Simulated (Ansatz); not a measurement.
A made-up structure of BSiH2O (charge -1), singlet:

```
atom    x (Å)    y (Å)    z (Å)
  O1  -0.0596  -1.1366   1.9576
  B2   0.0973  -0.6065   0.8672
 Si3   0.5172   0.1428  -0.9463
  H4  -0.9354   0.0099  -1.4181
  H5   0.7956  -1.5060   1.0276
```

It is relaxed with PBE-D4/def2-SVPD and then PBE0-D4/def2-TZVPD (Ansatz 0.2.0). Atoms count as bonded within 1.22 times the sum of their covalent radii (H–H: 0.88 Å). The end point is not checked to be a true minimum.

**Question.** Does its bonding change? (Judge from chemistry; the calculation decides.)

**Answer.** By the calculation: Yes. Formed: Si3–H5; broken: B2–H5.

Where it ends: The first stage lowers the energy by 3.91 eV in 14 steps. It ends as BSiH₂O ([O][B][SiH2]), total charge -1:
O1  (-0.357, -0.577, 2.519)
B2  (-0.035, -0.474, 1.344)
Si3  (0.600, -0.139, -0.530)
H4  (-0.807, -0.305, -1.115)
H5  (1.015, -1.601, -0.730)
(Å)

Labels in which every atom is bracketed show which atoms are joined, not bond orders.

For scale, one of the runs: PBE0-D4/def2-TZVPD relaxation, 138 basis functions, launched by `ansatz run in.yaml --threads 2 --pin off --events-out ev --progress --plain --max-ram 4352MiB`. The run took about 9.5 s on 2 CPU threads of an Arm Neoverse V2 (shared host).
